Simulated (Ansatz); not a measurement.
What does this script print? It uses Ansatz's Python interface.

`cas_ch4aln.py`:
```python
import ansatz as az
from ase import Atoms


def main() -> None:
    atoms = Atoms(["C", "N", "Al", "H", "H", "H", "H"], positions=[
        (-0.5917, -0.0719, -0.5304),
        (-0.5873, 0.3318, 0.8818),
        (0.972, -0.5723, 0.2393),
        (-1.3162, -0.8102, -0.7392),
        (-0.6229, 0.8508, -1.2323),
        (-0.3081, 1.3552, 0.9677),
        (2.5155, -1.1514, 0.3674),
    ])
    molecule = az.Crystal.molecule_from_ase(atoms)

    job = molecule.calculation().basis(gaussian="def2-SVP").correlation(active_electrons=4, active_orbitals=4)
    for method in [None]:
        report = (job if method is None else job.correlation(method)).run(threads=1).report
        space = report["configurations"]
        state = space["states"][0]
        print(method or "casscf", f"total {report['free_energy_ev'] / 27.211386246:.6f} Ha, active-space state {state['energy']['hartree']:.6f} Ha, mean field {report['reference_energy_ev'] / 27.211386246:.6f} Ha")
        print("  determinants", state["n_determinants"], " natural occupations", [round(n, 3) for n in space["natural_occupations"]])


if __name__ == "__main__":
    main()
```

```console
$ python cas_ch4aln.py
casscf total -336.360961 Ha, active-space state -336.360961 Ha, mean field -336.312177 Ha
  determinants 36  natural occupations [1.974, 1.964, 0.036, 0.026]
```

What to keep in mind:
- Total energies depend on the basis set; only differences at equal settings carry meaning.
- The geometry is a force-field or estimated start, not a minimum of this method, and the basis set is short of its limit. The active space starts as a window about the frontier orbitals and is then optimised, not chosen by chemistry.
- Timing: 4.4 s on 1 thread of Arm Neoverse V1, with other jobs on the host, peak memory 0.18 GiB.
